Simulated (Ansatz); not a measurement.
Task: Name a neutral molecule of C, N and H with LUMO energy (B3LYP/def2-TZVPP) between -1.40 and -1.10 eV and LUMO energy (PBE0/def2-TZVPP) between -1.00 and -0.70 eV (Ansatz, PBE0-D4/def2-TZVP geometry).

Result: `C=NC(=C)N` (-1.19 eV, -0.94 eV); `C=NC1C=N1` (-1.12 eV, -0.84 eV); `N=CCC=N` (-1.14 eV, -0.89 eV). Other molecules can fit too; these were computed, each in one conformer that needn't be the lowest.

B3LYP here is the variant with VWN-RPA as its local correlation; programs differ in this.
